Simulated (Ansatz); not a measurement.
How well does each level of theory give the band gap of wurtzite AlN?

Reference value: 6.51 eV (measured, zero-point renormalisation of 0.417 eV (from the measured temperature dependence, arXiv:2011.12765) added back here, fundamental, Γ; inputs from Feneberg et al. (2010), doi:10.1103/physrevb.82.075208).

Problem. Which of these levels comes closest to the reference?
A) PBE (Ansatz (a first-principles code))
B) LDA (Ansatz)
C) Hartree–Fock (Ansatz)
D) G0W0@HSE06 (Ansatz)

Solution. D, G0W0@HSE06 (Ansatz)

```json
[
 {"level (code)": "LDA (Ansatz)", "value (eV)": "4.22 (direct)", "cell (Å³/atom)": "10.45", "error (eV)": "-2.29"},
 {"level (code)": "PBE (Ansatz)", "value (eV)": "4.19 (direct)", "cell (Å³/atom)": "10.45", "error (eV)": "-2.32"},
 {"level (code)": "Hartree–Fock (Ansatz)", "value (eV)": "13.48 (direct)", "cell (Å³/atom)": "10.45", "error (eV)": "+6.97"},
 {"level (code)": "G0W0@HSE06 (Ansatz)", "value (eV)": "6.61 (direct)", "cell (Å³/atom)": "10.45", "error (eV)": "+0.10"}
]
```

Of the ranked levels G0W0@HSE06 (+0.10 eV) comes nearest. Among them Hartree–Fock (+6.97 eV) misses by most. Of the ranked levels only G0W0@HSE06 lands within 0.3 eV.

Semilocal Kohn–Sham gaps run low as a rule, and all computed gaps are for a static lattice, while measured ones hold electron–phonon shifts unless said otherwise.  Hartree–Fock: the gap is read on the k mesh or supercell of the run alone and can be too large. G0W0@HSE06: GW on a hybrid start was not checked against another program. Values are at the measured cell. Cutoffs and k meshes differ between the levels. Ansatz's density-functional and Hartree–Fock values are scalar-relativistic unless marked +SOC, with PAW data made under PBE.

Differences are worked out from the printed values.
